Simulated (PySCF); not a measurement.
Compound: butylhydrazine, C₄H₁₂N₂.
Numbering: `[CH3:1][CH2:2][CH2:3][CH2:4][NH:5][NH2:6]` (hydrogens: H7, H8, H9 on C1; H10, H11 on C2; H12, H13 on C3; H14, H15 on C4; H16 on N5; H17, H18 on N6)

The same species was optimised twice, with GFN2-xTB and with PBE0-D3(BJ)/def2-SVP (PySCF), and the same property calculations (PySCF, gas phase) were run on both structures.

| coordinate | GFN2-xTB | PBE0-D3(BJ)/def2-SVP | change |
| --- | --- | --- | --- |
| N5–N6 (Å) | 1.421 | 1.399 | -0.022 |
| C3–C4 (Å) | 1.537 | 1.529 | -0.008 |
| C2–C3 (Å) | 1.528 | 1.523 | -0.005 |
| C1–C2 (Å) | 1.524 | 1.520 | -0.004 |
| C4–N5 (Å) | 1.449 | 1.446 | -0.003 |
| C1–C2–C3 (°) | 111.8 | 113.6 | +1.8 |
| C2–C3–C4 (°) | 113.1 | 114.1 | +1.0 |
| C4–N5–N6 (°) | 111.8 | 112.6 | +0.8 |
| C3–C4–N5 (°) | 116.2 | 116.2 | 0.0 |
| C1–C2–C3–C4 (°) | -175 | -179 | -4 |
| C2–C3–C4–N5 (°) | -62 | -60 | +2 |
| C3–C4–N5–N6 (°) | -68 | -60 | +8 |

Rotational constants: A = 7247, B = 1636, C = 1531 MHz (GFN2-xTB) against A = 6858, B = 1708, C = 1565 MHz (PBE0-D3(BJ)/def2-SVP). Point groups within 0.08 Å: C1 and C1.

On the GFN2-xTB structure: lowest singlet, TDDFT (eV) 5.55 [B3LYP/def2-SVPD]; lowest triplet, Tamm–Dancoff (eV) 5.38 [B3LYP/def2-SVPD]; isotropic polarisability (au) 69.6 [B3LYP/def2-SVPD]; HOMO (eV) -6.27 [B3LYP/def2-SVPD]; LUMO (eV) 0.26 [B3LYP/def2-SVPD]; dipole (D) 1.78 [B3LYP/def2-SVPD]; HOMO (eV) -6.40 [PBE0/pcSseg-1]; LUMO (eV) 1.10 [PBE0/pcSseg-1]; dipole (D) 1.91 [PBE0/pcSseg-1]; GIAO shielding of C1 (ppm) 169.7 [PBE0/pcSseg-1]; GIAO shielding of C2 (ppm) 163.6 [PBE0/pcSseg-1]; GIAO shielding of C3 (ppm) 154.9 [PBE0/pcSseg-1]; GIAO shielding of C4 (ppm) 129.2 [PBE0/pcSseg-1]; GIAO shielding of N5 (ppm) 190.1 [PBE0/pcSseg-1]; GIAO shielding of N6 (ppm) 187.2 [PBE0/pcSseg-1].

Q: What do these properties become on the PBE0-D3(BJ)/def2-SVP structure?

A: 
```tsv
property	level	on GFN2-xTB	on PBE0-D3(BJ)/def2-SVP	change
lowest singlet, TDDFT (eV)	B3LYP/def2-SVPD	5.55	5.55	0.00
lowest triplet, Tamm–Dancoff (eV)	B3LYP/def2-SVPD	5.38	5.38	0.00
isotropic polarisability (au)	B3LYP/def2-SVPD	69.6	70.3	+0.7
HOMO (eV)	B3LYP/def2-SVPD	-6.27	-6.29	-0.02
LUMO (eV)	B3LYP/def2-SVPD	0.26	0.25	-0.01
dipole (D)	B3LYP/def2-SVPD	1.78	1.66	-0.12
energy, GFN2-xTB geometry as zero (kcal/mol)	B3LYP/def2-SVPD	0.0	-0.7	-0.7
HOMO (eV)	PBE0/pcSseg-1	-6.40	-6.42	-0.02
LUMO (eV)	PBE0/pcSseg-1	1.10	1.09	-0.01
dipole (D)	PBE0/pcSseg-1	1.91	1.79	-0.12
energy, GFN2-xTB geometry as zero (kcal/mol)	PBE0/pcSseg-1	0.0	-0.7	-0.7
GIAO shielding of C1 (ppm)	PBE0/pcSseg-1	169.7	167.9	-1.8
GIAO shielding of C2 (ppm)	PBE0/pcSseg-1	163.6	162.4	-1.2
GIAO shielding of C3 (ppm)	PBE0/pcSseg-1	154.9	154.6	-0.3
GIAO shielding of C4 (ppm)	PBE0/pcSseg-1	129.2	129.8	+0.6
GIAO shielding of N5 (ppm)	PBE0/pcSseg-1	190.1	196.6	+6.5
GIAO shielding of N6 (ppm)	PBE0/pcSseg-1	187.2	193.0	+5.8
```

The heavy atoms differ by 0.076 Å rms after alignment. Among bonds between heavy atoms N5–N6 changes most (-0.022 Å). Changes are differences of the printed values. Neither structure is proved a minimum here.

Conformer computed: `[CH3:1][CH2:2][CH2:3][CH2:4][NH:5][NH2:6]`: C1–C2–C3–C4 -179°, C2–C3–C4–N5 -60°, C3–C4–N5–N6 -60°, H–N6–N5–C4 90°, H–N6–N5–C4 -150°.
